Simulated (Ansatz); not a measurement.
`C=C(S)Cl` + H–F → `C=C(F)S` + HCl  (substitution at a C–Cl bond)

Gas-phase electronic energies from Ansatz, PBE0-D4/def2-TZVP geometries. CBS: MP2 limit from def2 TZ/QZ plus the TZ coupled-cluster correction, frozen cores. This one scheme is used for every species. Functionals use def2-TZVPP. HSE06 is defined as in plane-wave codes. One conformer a species, not always the lowest.

`C=C(S)Cl`:

Z-matrix (Å, degrees):
```
C
C 1 1.326
H 1 1.082 2 120.0
H 1 1.082 2 121.1 3 -179.5
S 2 1.752 1 122.4 3 7.3
Cl 2 1.730 1 121.0 3 -177.2
H 5 1.343 2 96.4 1 -144.9
```

H–F:

Cartesian coordinates in Å:
```
F 0.082 -0.169 0.420
H -0.082 0.169 -0.420
```

`C=C(F)S`:

```xyz
7

C    -0.917   -0.089    0.245
C     0.338    0.321    0.310
F     0.741    1.141    1.287
S     1.702   -0.035   -0.733
H    -1.248   -0.751   -0.540
H    -1.626    0.243    0.992
H     1.010   -0.831   -1.561
```

HCl:

Z-matrix (Å, degrees):
```
Cl
H 1 1.279
```

CCSD(T)/CBS gives +23.7 kJ/mol.

Question: Another level gave +8.8 kJ/mol. Which?
A. revPBE/def2-TZVPP
B. HSE06-D4/def2-TZVPP
C. MP2/def2-TZVPP
D. SCS-MP2/def2-TZVPP

Answer: A. revPBE 8.8, HSE06-D4 14.4, SCS-MP2/def2-TZVPP 22.2, MP2/def2-TZVPP 29.7 kJ/mol.

Question: What do rigid-rotor, harmonic-oscillator terms from PBE0-D4/def2-TZVP frequencies (298.15 K, 1 bar) make of the CCSD(T)/CBS value? (Estimate.)

Answer: Computed: ΔZPE = -3.8 kJ/mol, ΔH = +19.4 kJ/mol, ΔS = 3 J/(mol·K), ΔG = +18.4 kJ/mol.

Largest T1 diagnostic among the species: 0.012.

At CCSD(T), def2-SVP lies −22.4 kJ/mol from the extrapolated value and def2-TZVPP −7.1 kJ/mol. The D4 term adds +7.0 kJ/mol with B3LYP and +3.6 kJ/mol with PBE0; it sums over pairs of atoms, weighted by their polarisabilities, and B3LYP, whose exchange is more repulsive, gets the larger term. In def2-TZVPP, CCSD(T) changes the Hartree–Fock value by +20.4 kJ/mol (the triples alone add +3.6 kJ/mol) and MP2 by +33.4 kJ/mol.

B3LYP here is the variant with VWN-RPA as its local correlation; programs differ in this.
